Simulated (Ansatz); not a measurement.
Frontier orbitals of C$_{6}$H$_{6}$ (`C=C1C=CC=C1`).

Total charge 0; spin multiplicity 1. The structure was optimised at the PBE0-D4/def2-TZVP level. Basis def2-TZVPP, the Gaussian-basis code of Ansatz.

| functional | HOMO (eV) | LUMO (eV) | gap (eV) |
| --- | --- | --- | --- |
| PBE | -5.36 | -2.79 | 2.57 |
| BLYP | -5.19 | -2.62 | 2.57 |
| B97M-V | -5.47 | -2.58 | 2.89 |
| PBE0 | -6.38 | -1.91 | 4.47 |
| BHLYP | -7.21 | -0.86 | 6.35 |
| CAM-B3LYP | -7.66 | -0.81 | 6.85 |
| ωB97X-V | -8.65 | 0.21 | 8.86 |
| ωB97M-V | -8.57 | 0.13 | 8.70 |
| HF | -8.43 | 1.73 | 10.16 |

Against PBE, PBE0 changes HOMO and LUMO by −1.01 and +0.88 eV, ωB97M-V by −3.21 and +2.93 eV. A gap of 2.57 eV thus becomes 8.70 eV for the same molecule, so an orbital gap means little without its functional. A positive LUMO is unbound and depends on the basis.
